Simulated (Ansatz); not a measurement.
bcc W was calculated with r²SCAN (plane waves, PAW; Ansatz, a quantum-chemistry and plane-wave program).

Run with plane-wave cutoff 600 eV, 28×28×28 k mesh, Fermi–Dirac smearing 0.095 eV (set by the program), no spin polarisation, scalar-relativistic PAW data made under PBE.

The cell has the measured lattice: a = b = c = 3.165 Å, α = β = γ = 90.00°.

Task: Estimate the elastic constant C11, Voigt–Reuss–Hill bulk modulus, elastic constant C12 and elastic constant C44 that the calculation returns.

Result: 
- elastic constant C11 = 559 GPa
- Voigt–Reuss–Hill bulk modulus = 324 GPa
- elastic constant C12 = 206 GPa
- elastic constant C44 = 149 GPa

Measured, for comparison: elastic constant C11 533 GPa, elastic constant C12 205 GPa, elastic constant C44 163 GPa (0 K, extrapolated to 0 K; zero-point effects included; as tabulated in Wang et al. (2022), arXiv:2209.12322). Computed (rounded) less measured: elastic constant C11 +5 %, elastic constant C12 +0.5 %, elastic constant C44 -9 %.

Note: shear constants of such metals converge slowly with the k mesh; the cell isn't this level's own, so it is under some stress, which shifts stiffness and frequencies.

Elastic constants are with the ions relaxed.

Spin–orbit coupling is not included.

Computed values are for the static lattice.

The result took about 5 core-minutes (a rough figure).
